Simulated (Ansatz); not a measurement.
A calculation with Ansatz (development build ahead of 0.2.0).

```yaml
crystal:
  periodic: [false, false, false]
  atoms:
    - { symbol: C, position_ang: [0.0, 0.0, -0.55593] }
    - { symbol: C, position_ang: [0.0, 0.0, 0.55593] }
    - { symbol: H, position_ang: [0.0, 0.0, -1.54491] }
    - { symbol: H, position_ang: [0.0, 0.0, 1.54491] }
basis:
  gaussian: { orbitals: cc-pVTZ }
hamiltonian:
  xc: hf
correlation:
  method: mp2
  frozen_orbitals: { C: 1, H: 0 }
```

The input is written out in the form of the current development build from the run's settings.

The run gave:

| Quantity | Value |
| --- | --- |
| Converged | yes |
| Reference energy | -76.83113 hartree |
| Correlation energy | -0.29756 hartree |
| Total energy | -77.12869 hartree |
| Spin squared of the determinant | 0.000 |

Caution: no unrestricted run beside it, a lower state can exist.
